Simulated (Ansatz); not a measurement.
# CHN (singlet): the correlation ladder at distance C2–H3 = 1.158 Å, 6-31G

Aim: climb from Hartree-Fock through coupled cluster and multireference methods for CHN (singlet) at one geometry and basis, and see what each rung misses.

Computed with Ansatz 0.2.0, Gaussian basis. Level: 6-31G, core rule «outside noble gas», up to 2 orbitals frozen.

The runs, in order: UHF; CCSD(T) on RHF; BCCD(T) on RHF; CISD; CCSDT(Q) on RHF; CCSDTQ on RHF; CASSCF and MRCISD+Q, 2 electrons in 2 orbitals; CASSCF and NEVPT2, 2 electrons in 2 orbitals; CASSCF and MRCISD+Q, 10 electrons in 9 orbitals; CASSCF and NEVPT2, 10 electrons in 9 orbitals; Full CI.

16 further runs of the same task are left out: 13 that didn't finish, 3 set aside as unsound or not needed.

## Step 1: The geometry

The geometry derives from a PBE0/def2-TZVP stationary point (not a proven minimum). One bond is set to the value named and the two fragments are kept rigid.

3 atoms, charge 0, spin multiplicity 1.

Atoms are counted from 1 here; the program's logs count them from 0.

Bond lengths: N1–C2 1.146 Å, C2–H3 1.158 Å. Angles: N1–C2–H3 180.0°.

As a file:

```mol
CHN
  3D, bonds by distance, orders not assigned

  3  2  0  0  0  0  0  0  0  0999 V2000
    0.0000    0.0000   -1.1497 N   0  0
    0.0000    0.0000   -0.0041 C   0  0
    0.0000    0.0000    1.1539 H   0  0
  1  2  8  0
  2  3  8  0
M  END
```

## Step 2: UHF

in.yaml

```yaml
crystal:
  periodic: [false, false, false]
  atoms:
    - {symbol: N, position_ang: [0.000000, 0.000000, -1.149737]}
    - {symbol: C, position_ang: [0.000000, 0.000000, -0.004131]}
    - {symbol: H, position_ang: [0.000000, 0.000000, 1.153869]}
basis:
  gaussian: {orbitals: 6-31G}
magnetization: {spin_polarized: true, initial_magnetization: 0}
hamiltonian: {xc: hf}
output: {orbitals: {seedname: orbitals}}
```

On the command line:

```bash
$ ansatz run in.yaml --threads 1 --pin off --events-out ev --progress --plain --max-ram 2393MiB
```

After this run come: CCSD(T) on RHF; BCCD(T) on RHF; CISD; CCSDT(Q) on RHF; CCSDTQ on RHF; CASSCF and MRCISD+Q, 2 electrons in 2 orbitals; CASSCF and NEVPT2, 2 electrons in 2 orbitals; CASSCF and MRCISD+Q, 10 electrons in 9 orbitals; CASSCF and NEVPT2, 10 electrons in 9 orbitals; Full CI.

**Question.** What will the summary of the whole plan be? Wanted: FCI below the RHF energy; RMP2 from FCI; RCCSD from FCI; RCCSD(T) from FCI; RCCSDT(Q) from FCI; NEVPT2 pair from FCI; MRCISD+Q pair from FCI; NEVPT2 valence from FCI; T1 diagnostic.

**Answer**, as computed:

| quantity | value |
| --- | --- |
| FCI below the RHF energy | -6.0742 eV |
| RMP2 from FCI | +7.04 kcal/mol |
| RCCSD from FCI | +5.27 kcal/mol |
| RCCSD(T) from FCI | +0.91 kcal/mol |
| RCCSDT(Q) from FCI | -0.02 kcal/mol |
| NEVPT2 pair from FCI | +8.90 kcal/mol |
| MRCISD+Q pair from FCI | +3.05 kcal/mol |
| NEVPT2 valence from FCI | +9.27 kcal/mol |
| levels within 1 kcal/mol (43 meV) | RCCSD(T), BCCD(T), RCCSDT, RCCSDT(Q), RCCSDTQ, MRCISD+Q valence |
| T1 diagnostic | 0.014 |
| effectively unpaired electrons | 0.10 |

RCCSD(T) misses by +0.91 kcal/mol, 0.7 % of the correlation energy. One determinant dominates. Of the multireference levels listed MRCISD+Q valence comes nearest in total energy (+0.33 kcal/mol), which doesn't show that its space is the better one. These misses are within one basis, not against nature.
